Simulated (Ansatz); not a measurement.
Corundum (α-Al2O3) was calculated with HSE06 in Ansatz (PAW).

Numerical settings: plane-wave cutoff 520 eV, 6×6×6 k mesh, scalar-relativistic PAW data made under PBE.

Computed at the level's own relaxed cell.

```
Al2O3
1.0
    2.37630     1.37196     4.32611
   -2.37630     1.37196     4.32611
    0.00000    -2.74392     4.32611
Al O
4 6
Direct
  0.85184   0.85184   0.85184
  0.35184   0.35184   0.35184
  0.14816   0.14816   0.14816
  0.64816   0.64816   0.64816
  0.44380   0.05620   0.75000
  0.05620   0.75000   0.44380
  0.55620   0.94380   0.25000
  0.25000   0.55620   0.94380
  0.94380   0.25000   0.55620
  0.75000   0.44380   0.05620
```

Problem. Give the elastic tensor (Voigt notation, GPa, ions relaxed, in the Cartesian axes of the cell as printed).

Solution. 
```
  500.7   166.1   121.5    21.1     0.0     0.0
  166.1   500.7   121.5   -21.1     0.0     0.0
  121.5   121.5   503.6     0.0     0.0     0.0
   21.1   -21.1     0.0   149.4     0.0     0.0
    0.0     0.0     0.0     0.0   149.4    21.1
    0.0     0.0     0.0     0.0    21.1   167.3
```

Measured, for comparison: elastic constant C11 497 GPa (temperature not stated, no zero-point or thermal correction; as tabulated in Liu et al. (2023), arXiv:2002.00005); elastic constant C12 163 GPa, elastic constant C44 147 GPa, elastic constant C33 501 GPa (temperature not stated, no zero-point or thermal correction; as tabulated in Oses et al. (2018), arXiv:1811.08464); elastic constant C13 116 GPa (temperature not stated, no zero-point or thermal correction, our sources range from 112 to 116; as tabulated in Oses et al. (2018), arXiv:1811.08464). Computed (rounded) less measured: elastic constant C11 +0.8 %, elastic constant C12 +2 %, elastic constant C44 +1 %, elastic constant C33 +0.6 %, elastic constant C13 +5 % (+5 % to +9 % over the range). A static lattice is as a rule a little smaller and stiffer than an uncorrected measurement, which narrows the difference in the elastic constant C12, elastic constant C44, elastic constant C13 and would widen misses of the other sign.

Ansatz is a program for electronic structure.
